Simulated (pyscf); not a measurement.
Optimised with ωB97X-D3(BJ)/def2-SVP in PySCF. MP2 and CC: frozen core, UHF for open shells. ΔMP2 is the change of the MP2 total energy from the triple- to the quadruple-zeta basis.

Task: Estimate the classical barrier height and the reaction energy of H₂B–OH (SMILES BO) + HF (SMILES F) → H₂B–F (SMILES BF) + H₂O (SMILES O) at CCSD(T)/def2-TZVPP + ΔMP2(QZVPP). The step runs on the singlet surface, breaks B–O, F–H and forms B–F, H–O; take the separated reactants as zero.

Result: ΔE‡ = 0.57 eV, ΔE = 0.00 eV. Zero-point energy shifts the barrier by +0.05 eV. It is a four-centre exchange, with an imaginary mode of 914i cm⁻¹. On the reactant side the descent ends in a complex (not fully relaxed), 0.31 eV under the separated species and 0.78 eV under the saddle at ωB97X-D3(BJ)/def2-TZVP. On the product side the descent ends in an adduct with a B–O contact, 0.46 eV under the separated species and 0.95 eV under the saddle at ωB97X-D3(BJ)/def2-TZVP. What is counted as broken (B–O) persists as a longer contact in the product adduct; parting that adduct is a step of its own. At ωB97X-D3(BJ) the barrier from the zero used here is 0.47 eV. One saddle was located; it need not be the lowest between these sides. The CCSD(T) − MP2 part came from Ansatz, without density fitting, on the same reference.
